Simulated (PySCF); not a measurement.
Z-matrix (Å, degrees):
```
C
H 1 1.0925
H 1 1.0993 2 107.03
O 1 1.4129 2 105.48 3 -118.06
H 4 0.9605 1 108.24 2 -178.62
C 1 1.5129 2 110.25 3 119.82
H 6 1.0920 1 110.61 2 60.94
H 6 1.0933 7 108.51 1 121.78
H 6 1.0946 7 108.19 8 116.38
```
Charge 0, multiplicity 1.

### Question
Give the total energy, HOMO–LUMO gap, HOMO, dipole moment and LUMO at the level PBE0-D3(BJ)/def2-TZVP (PySCF 2.14.0).

### Answer

```json
{
 "total_energy": "-4215.71 eV",
 "HOMO–LUMO gap": "8.90 eV",
 "HOMO": "-7.83 eV",
 "dipole_moment": "1.68 D",
 "LUMO": "1.07 eV"
}
```
